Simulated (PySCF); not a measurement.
Computed with PBE-D3(BJ)/def2-TZVP // PBE0-D3(BJ)/def2-TZVP (PySCF). All species are isolated molecules in the gas phase. 

Reference species (SMILES): `[CH3]` (neutral, multiplicity 2).

* **highest occupied spin orbital**: -5.38 eV

Changed species: `[SH]` (radical fragment; the reference has radical fragment).

Task: Predict the effect on the highest occupied spin orbital.

Result: the highest occupied spin orbital falls by 0.74 eV, to -6.12 eV.
